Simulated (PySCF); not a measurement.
# State search for LiF⁺

Unrestricted PBE0; PySCF, no relativity, basis sets Li pcseg-2, F pcseg-2. Outer shells of the fragments: Li+ closed shells only; F 2s2 2p5.

Followed along the bond (rough minima from three points):

```
2Ms+1  unpaired  ⟨S²⟩ at the start  R at minimum (Å)  Te (eV)
    2       π ↑               0.75              2.06     0.00
    2       σ ↑               0.75  none in the scan   ≤ 0.35
```

Solutions found at the starting distance of 2.000 Å, counted from the lowest of them; the search is not exhaustive and high or unbound solutions are not listed, so other states can lie among these:

| 2Ms+1 | unpaired | term | E (eV) | ⟨S²⟩ | ⟨Lz²⟩ | μ (D) |
| --- | --- | --- | --- | --- | --- | --- |
| 2 | π ↑ | ²Π | 0.00 | 0.75 | 1.00 | -6.47 |
| 2 | σ ↑ | ²Σ⁺ | 0.45 | 0.75 | 0.00 | -6.51 |

A term symbol is given only where ⟨S²⟩ and ⟨Lz²⟩ are close to those of a pure state; real π, δ and φ orbitals otherwise mix terms. A positive dipole points towards F; it is taken about the centre of mass and depends on that origin.
